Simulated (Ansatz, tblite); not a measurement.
# FeBr3: one state, many levels

One table from this session's results is given with a row withheld; the runs are named, their logs left out.

The runs use Ansatz 0.2.0, Gaussian basis; as each input shows.

Levels to be run: GFN1-xTB, GFN2-xTB, PBE-D4/def2-TZVP, r2SCAN-D4/def2-TZVP, revPBE-D4/def2-TZVP, PBE-QIDH/def2-TZVP, PBE-D4/def2-SVP, PBE0-D4/def2-SVP, HF/6-31G, B3LYP-D4/6-31G, PBE0-D4/def2-TZVPD, PBE-D4/def2-TZVPD, r2SCAN-D4/def2-TZVPD, CCSD(T)/def2-SVP, MP2/def2-TZVP, RPA/def2-TZVP.

3 further runs of the same task are left out: 1 for a known fault of the program, 2 set aside as unsound or not needed.

### The structure

The geometry is that of the sextet, from an earlier relaxation (r2SCAN-D4/def2-SVP).

4 atoms, charge 0, spin multiplicity 6.

Bond lengths: Fe1–Br2 2.281 Å, Fe1–Br3 2.281 Å, Fe1–Br4 2.281 Å. Angles: Br2–Fe1–Br3 120.0°, Br2–Fe1–Br4 120.0°, Br3–Fe1–Br4 120.0°.

Geometry (Å):

| atom | x (Å) | y (Å) | z (Å) |
| --- | --- | --- | --- |
| Fe1 | 0.0001 | 0.0000 | 0.0070 |
| Br2 | 2.2812 | -0.0264 | 0.0103 |
| Br3 | -1.1178 | 1.9885 | -0.0188 |
| Br4 | -1.1635 | -1.9622 | 0.0015 |

Formally the metal is d5. No spin-orbit coupling is included.

PBE0-D4/def2-TZVP was run before; its log isn't repeated, and its numbers join the tables.

Set-up of the first run:

Tight binding, by tblite at 300 K electronic temperature and without a spin-polarisation term:

```python
tblite.interface.Calculator('GFN1-xTB', numbers, positions, charge=0, uhf=5).singlepoint()
```

Tight binding, by tblite at 300 K electronic temperature and without a spin-polarisation term:

```python
tblite.interface.Calculator('GFN2-xTB', numbers, positions, charge=0, uhf=5).singlepoint()
```

start.molden holds the orbitals of an earlier run on this state, given as this run's starting guess.

in.yaml reads:

```yaml
crystal:
  periodic: [false, false, false]
  atoms:
    - {symbol: Fe, position_ang: [0.000063, 0.000048, 0.007028]}
    - {symbol: Br, position_ang: [2.281227, -0.026361, 0.010287]}
    - {symbol: Br, position_ang: [-1.117836, 1.988547, -0.018797]}
    - {symbol: Br, position_ang: [-1.163454, -1.962244, 0.001482]}
basis:
  gaussian: {orbitals: def2-TZVP, initial_orbitals: start.molden}
magnetization: {spin_polarized: true, initial_magnetization: 5}
hamiltonian: {xc: pbe, dispersion: d4}
scf: {omitted_lower_state_checks: [starts]}
output: {orbitals: {seedname: orbitals}}
```

Launch:

```sh
$ ansatz run in.yaml --threads 4 --pin off --events-out ev --progress --plain --max-ram 4787MiB
```

Among the steps run: PBE-D4/def2-TZVP; r2SCAN-D4/def2-TZVP; revPBE-D4/def2-TZVP; PBE-QIDH/def2-TZVP; PBE-D4/def2-SVP; PBE0-D4/def2-SVP; HF/6-31G; B3LYP-D4/6-31G; PBE0-D4/def2-TZVPD; PBE-D4/def2-TZVPD; r2SCAN-D4/def2-TZVPD; CCSD(T)/def2-SVP; MP2/def2-TZVP; RPA/def2-TZVP.

One of the session's tables, all rows but one given; the rest of the session is left out.

```
               level  HOMO (eV)  LUMO (eV)  gap (eV)
            HF/6-31G     -11.54      -0.91     10.63
     PBE-D4/def2-SVP      -6.77      -5.96      0.80
    PBE-D4/def2-TZVP          ?          ?         ?
   PBE-D4/def2-TZVPD      -6.97      -6.15      0.82
 revPBE-D4/def2-TZVP      -6.88      -5.97      0.91
 r2SCAN-D4/def2-TZVP      -7.50      -5.95      1.54
r2SCAN-D4/def2-TZVPD      -7.52      -5.98      1.55
      B3LYP-D4/6-31G      -8.34      -5.53      2.81
    PBE0-D4/def2-SVP      -8.30      -4.90      3.40
   PBE0-D4/def2-TZVP      -8.41      -4.93      3.48
  PBE0-D4/def2-TZVPD      -8.44      -4.96      3.49
```

Estimate the missing values for PBE-D4/def2-TZVP.

**Answer.** HOMO (eV): -6.92; LUMO (eV): -6.11; gap (eV): 0.81. In the column «HOMO (eV)» it lies between PBE-D4/def2-TZVPD (-6.97) and revPBE-D4/def2-TZVP (-6.88).
